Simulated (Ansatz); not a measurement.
The inner images of a band of BClH2 + FH (6 atoms, charge 0, multiplicity 1) are given out of order.

The calculation used RKS B3LYP/6-31G* (Ansatz 0.2.0).

Initial state:

```xyz
6
Properties=species:S:1:pos:R:3
B 0.002 0.120 0.130
Cl -0.012 0.640 1.857
H 1.047 0.172 -0.428
H -1.049 0.099 -0.422
F 0.071 -1.902 0.501
H 0.062 -1.858 1.444
```

Final state:

```xyz
6
Properties=species:S:1:pos:R:3
B 0.175 -0.232 -0.755
Cl -0.535 -0.828 3.562
H 0.857 -0.432 -1.713
H -0.791 0.468 -0.733
F 0.525 -0.842 0.378
H -0.110 -0.863 2.342
```

**Question.** Put them in order from the first end to the last, with their energies above the first end.
A.
```xyz
6
Properties=species:S:1:pos:R:3
B 0.012 -0.217 0.005
Cl -0.001 0.223 2.023
H 1.053 0.142 -0.433
H -1.050 0.074 -0.432
F 0.060 -1.703 0.410
H 0.046 -1.249 1.508
```
B.
```xyz
6
Properties=species:S:1:pos:R:3
B 0.027 -0.390 -0.298
Cl -0.023 0.168 2.355
H 1.070 0.151 -0.490
H -1.044 0.080 -0.516
F 0.066 -1.681 0.098
H 0.024 -1.059 1.931
```
C.
```xyz
6
Properties=species:S:1:pos:R:3
B 0.073 -0.303 -0.663
Cl -0.118 -0.318 3.335
H 1.134 0.124 -1.003
H -0.983 0.124 -1.018
F 0.068 -1.339 0.177
H -0.053 -1.017 2.252
```
D.
```xyz
6
Properties=species:S:1:pos:R:3
B 0.129 -0.256 -0.752
Cl -0.280 -0.622 3.576
H 1.102 -0.124 -1.429
H -0.919 0.283 -0.941
F 0.224 -1.075 0.296
H -0.136 -0.936 2.331
```
E.
```xyz
6
Properties=species:S:1:pos:R:3
B 0.052 -0.366 -0.524
Cl -0.090 0.032 2.867
H 1.093 0.182 -0.726
H -1.021 0.082 -0.792
F 0.092 -1.577 0.033
H -0.006 -1.083 2.223
```

**Answer.** A (+0.39 eV), B (-0.49 eV), E (-0.64 eV), C (-0.67 eV), D (-0.69 eV).

Time of the run: 120 s on 1 thread of Intel(R) Xeon(R) 6975P-C (Granite Rapids) (shared host), peak memory 0.12 GiB.
